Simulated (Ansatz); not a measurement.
# OH⁺, triplet: the ladder up to full CI

Geometry: that of the OH⁺, singlet, kept fixed.

```yaml
atoms:
  - { symbol: O, position_ang: [0.0000, 0.0000, 0.0000] }
  - { symbol: H, position_ang: [0.0000, 0.0000, 1.0366] }
```

Basis aug-cc-pVDZ; Ansatz 0.2.0. Only valence electrons are correlated (noble-gas cores frozen), which leaves 6 electrons in 31 orbitals. R marks a restricted (for open shells ROHF) determinant, U an unrestricted one. Active spaces: valence = (6e, 5o) chosen from the atoms' valence shells.

Full CI is exact within this basis and frozen core; it isn't the basis-set limit. The frozen core follows each run's orbitals, which can shift R against U totals by a few meV.

For open shells CISD is restricted-active-space CI with the open shells as a complete middle space.

The UHF ⟨S²⟩ is 2.014 and the T1 diagnostic (RCCSD) is 0.0191. The largest doubles amplitude (RCCSD) is 0.023 and the T1 diagnostic (UCCSD) is 0.0096.

```
                            level  E − E(full CI) (meV)  share of correlation (%)  wall time
                              RHF                  3837                      0.00          –
                              UHF                  3617                      5.73          –
                             RMP2                   593                     84.54          –
                             UMP2                   583                     84.80          –
                             CISD                   121                     96.85     0.63 s
                            RCCSD                    61                     98.42          –
                            UCCSD                    57                     98.53          –
                         RCCSD(T)                     9                     99.76     0.91 s
                         UCCSD(T)                     7                     99.81     0.81 s
                          BCCD(T)                     9                     99.76     0.45 s
                           RCCSDT                     1                     99.97          –
                           UCCSDT                    -1                    100.02          –
                        RCCSDT(Q)                     0                    100.01      3.1 s
                        UCCSDT(Q)                    -2                    100.06      2.9 s
           CASSCF (valence space)                  3065                     20.13          –
           NEVPT2 (valence space)                   511                     86.67     0.21 s
           MRCISD (valence space)                    86                     97.75          –
         MRCISD+Q (valence space)                    -1                    100.02     0.48 s
MRCISD+Q(relaxed) (valence space)                   -13                    100.34     0.54 s
```

The correlation energy at full CI, counted from RHF, is -3.837 eV. That run took 32 s on 1 thread of Arm Neoverse V1, shared host over 5,037,396 determinants.

Times hold each run's SCF and search for its determinant on a shared host, so for small cases they say little of a method's own cost; they ran on 1 thread of Arm Neoverse V1.

Not variational, and here over 5 meV under the exact energy: MRCISD+Q(relaxed) (valence space).

The full-CI state has the irrep A2 of C2v, in the program's axes (one component, if the state is degenerate).

Natural occupations of full CI about the gap: 1.976 1.961 0.995 0.995 0.030 0.008 0.006 0.006 0.004 0.004; effectively unpaired electrons, Σ n²(2−n)², 2.01.
